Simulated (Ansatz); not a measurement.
Two shapes of doublet C2H3.

Shape 1:

```xyz
5

C    -0.0191   -0.0155   -0.6165
C     0.0037    0.0045    0.7217
H     0.0193    0.7334    1.5278
H    -0.0184   -1.0166   -1.2001
H    -0.0338    0.8589   -1.2028
```

Shape 2:

```xyz
5

C     0.0000   -0.0561   -0.6352
C     0.0000   -0.0490    0.7808
H     0.0000    0.7423    1.6530
H     0.0000   -1.0638   -1.2592
H     0.0000    0.9521   -1.2676
```

Basis set: def2-TZVP (spherical functions). Correlated methods keep 2 orbitals frozen. Charge 0, multiplicity 2.

Computed with Ansatz (development build ahead of 0.2.0); each method stands on the lowest determinant of its kind that the runs found.

(1) Which shape is lower in energy, and by how much in each method?

## Answers

(1)

```csv
method,E(2) − E(1) (eV)
UHF,0.644
UHF-MP2,0.784
```

Shape 1 is lower. Caution: the unrestricted determinant is spin contaminated.
